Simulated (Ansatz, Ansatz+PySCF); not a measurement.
```xyz
5

N    -0.0024   -0.0086    0.0046
H     0.6023    0.6004    0.5964
H     0.5894   -0.5858   -0.5948
H    -0.6033    0.5981   -0.5974
H    -0.5932   -0.5847    0.5927
```

RHF-MP2 on singlet NH₄(+) was run in several spherical basis sets with Ansatz (development build ahead of 0.2.0). Frozen core: 1 orbital.

(1) Rank the basis sets by the total energy that they give, lowest first, with the distance from the lowest.
A. cc-pVTZ
B. def2-SVP
C. STO-3G
D. 6-31G(d)
E. def2-TZVP
F. cc-pVDZ

Results:

(1) A (0.00 eV), E (0.32 eV), F (1.70 eV), D (2.60 eV), B (2.93 eV), C (23.49 eV).

Totals follow the description of the cores as much as that of the bonds, so this order isn't one of quality for chemistry.
